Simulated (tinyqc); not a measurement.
UHF in the sto-3g basis, for H2O, spin multiplicity 3, step by step. This run ends on a higher stationary point, not on the lowest solution. Computed by tinyqc, a small Python program that keeps every step (integrals from PySCF). Settings: charge = 0, multiplicity = 3, basis = sto-3g, energy threshold = 1e-09, iteration cap = 79, orthogonalisation = canonical, start = core, DIIS depth = 8, method = UHF. Command: `OMP_NUM_THREADS=1 python tinyqc.py 20172 20173 out.jsonl` (the two numbers bound the seeds that draw the settings). One thread of a shared host (Intel(R) Xeon(R) Processor @ 2.60GHz), about 0.2 s of CPU time with the checks.

Geometry (angstrom):
```
atom       x        y       z
O     0.0000   0.0000  0.0000
H     0.0000   0.7830  0.4720
H     0.0000  -0.7830  0.4720
```

Stop when the energy changes by less than 1e-09 hartree and every element of the error matrix X^T (F D S - S D F) X (for each spin) is below 9e-06.

Course of the cycle:
```
iteration  E (hartree)     change  largest element of the error matrix
1           -73.430146          -                             4.94e-01
2           -74.342776  -9.13e-01                             1.33e-01
3           -74.368309  -2.55e-02                             2.05e-02
4           -74.368878  -5.69e-04                             6.35e-03
5           -74.368975  -9.72e-05                             1.45e-03
6           -74.368989  -1.36e-05                             1.61e-04
7           -74.368989  -8.35e-08                             1.97e-05
8           -74.368989  -1.54e-09                             3.60e-06
9           -74.368989  -4.52e-11                             1.15e-07
```

Can the last value be used, and what does the course show?

No, though the log alone does not show it. Converged in 9 iterations. But the solution lies 0.17208 hartree above the reference: it is another stationary point, not the lowest one. Reruns (cap 100 unless said): damping 0.5: converged in 35 to a higher stationary point; level shift 0.5: converged in 20 to a higher stationary point; atomic densities as start, DIIS 8: converged in 7. PySCF UHF in the same basis, after a stability check = -74.541070 hartree.
